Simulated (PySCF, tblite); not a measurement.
**C₅H₁₀N radical: geometry, infrared bands and EPR parameters**

Aim: predict the infrared bands and EPR parameters of C₅H₁₀N radical (`C[CH][C@@H]1CCN1`).

The runs use tblite 0.8.0 and PySCF 2.14.0, with density-fitted response routines of our own; the level of theory stands in each step. All values are computed, except where a source is named. Atoms are numbered from 0 throughout.

### 1 Starting geometry

16 atoms, charge 0, multiplicity 2; geometry from: force field or distance geometry start.

Bonds of the start (Å): C0–C1 1.51, C1–C2 1.48, C2–C3 1.52, C3–C4 1.53, C4–N5 1.48, N5–C2 1.47, C0–H6 1.10, C0–H7 1.12, C0–H8 1.11, C1–H9 1.09, C2–H10 1.11, C3–H11 1.10, C3–H12 1.11, C4–H13 1.08, C4–H14 1.12, N5–H15 1.04.

### 2 Geometry optimisation with GFN2-xTB

What the job is given:

```
{"job": {"kind": "relax", "xc": "GFN2-xTB", "basis": "xTB"}, "charge": 0, "multiplicity": 2}
C      2.251000    -0.169700     0.359700
C      1.140800     0.102000    -0.624500
C     -0.161600     0.479100    -0.033800
C     -0.822700    -0.529800     0.893800
C     -2.071200     0.185900     0.382000
N     -1.329600     0.242500    -0.894400
H      2.750900    -1.106800     0.060300
H      1.881300    -0.288900     1.410600
H      2.968000     0.675900     0.328500
H      1.416900     0.815300    -1.404600
H     -0.238600     1.497300     0.402300
H     -0.640100    -0.412400     1.967700
H     -0.785800    -1.573900     0.509700
H     -2.973900    -0.412400     0.374800
H     -2.128100     1.233700     0.777400
H     -1.264800    -0.728900    -1.253500
```

Command:

```
> OMP_NUM_THREADS=1 python probes_run.py task.json out
```

One launch serves the whole session: the jobs run in the order shown.

**Question.** This job is followed by: GFN2-xTB harmonic vibrations, gas phase; UKS B3LYP, pcH-1 on C H N, non-relativistic, mean-field spin-orbit, GIAO. Predict these results of the whole session: strongest single infrared mode (GFN2-xTB); zero-point energy (GFN2-xTB); g(iso) (B3LYP); ⟨S²⟩; largest a(iso) (averaged by class); potential on the surface of density 0.002 e/bohr³, 1st and 99th percentile.

**Answer**, as computed:

| quantity | value |
| --- | --- |
| strongest single infrared mode (GFN2-xTB) | 2959 cm⁻¹, 76 km/mol |
| zero-point energy (GFN2-xTB) | 86.9 kcal/mol |
| g(iso) (B3LYP) | 2.00244 |
| ⟨S²⟩ | 0.755 (exact 0.75) |
| largest a(iso) (averaged by class) | 13C on C1, 89.0 MHz |
| potential on the surface of density 0.002 e/bohr³, 1st and 99th percentile | -1.71 V and 1.06 V |

Over 157 steps the energy fell by 1.366 eV; of the close pairs, C2–C3 changed most, 1.522 to 1.555 Å. No mode is imaginary among the 42: a minimum at this level. The strongest single mode, at 2959 cm⁻¹, moves mainly H14. Unscaled tight-binding wavenumbers are off by several per cent, some by more. Its intensities can rank the bands wrongly. C1 carries the largest spin population, 0.98 e. The isotropic g lies 0.1 ppt above the free-electron value.
